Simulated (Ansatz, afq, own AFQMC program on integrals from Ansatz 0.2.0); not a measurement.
# Where AFQMC and coupled cluster stand for P⁺, triplet

A free P cation.

Basis 6-31G. Only valence electrons are correlated. Ansatz 0.2.0 and our own AFQMC program on the same integrals; the CISD trial comes from CCSD amplitudes, and released means the phaseless constraint is let go. Uncertainties: one standard error, sampling alone.

Determinant: UHF, the one that the program's search chose, which needn't be the lowest solution.

Full CI on the same integrals is exact in this basis and with this determinant's frozen core.

The T1 diagnostic is 0.0038. The weight of the determinant in the CISD state is 0.979 and the ⟨S²⟩ of the determinant is 2.000. The size of the correlated space is 4 electrons in 8 orbitals.

Reference: full CI, correlation energy -0.583 eV. The released energy is read at 2.40 1/Eh (meV from the phaseless value at times in 1/Eh: 0.37 ± 0.16 at 0.24, 0.46 ± 0.06 at 0.51, 0.40 ± 0.06 at 0.99, 0.45 ± 0.05 at 1.62, 0.42 ± 0.05 at 2.40).

```csv
level,E − E(reference) (kJ/mol),share of correlation (%)
HF,56.2,0.00
MP2,21.6,61.51
CCSD,0.3,99.54
CCSD(T),0.1,99.88
CCSDT,0.0,100.00
CCSDT(Q),0.0,100.00
ph-AFQMC/CISD,0.0 ± 0.05,100.08
released AFQMC,0.0 ± 0.01,100.01
```

CCSDT and higher add their correlation energy to the determinant of the CCSD(T) run, since their own runs factorise the integrals more tightly (a shift of under 2 meV). A walk keeps the symmetry of its determinant, which the program's search chose and which needn't be the lowest solution, so a lower state of the same spin and another symmetry isn't excluded. Released energies are given only where the last usable release times agree within the noise; a slower fall can still hide under it.
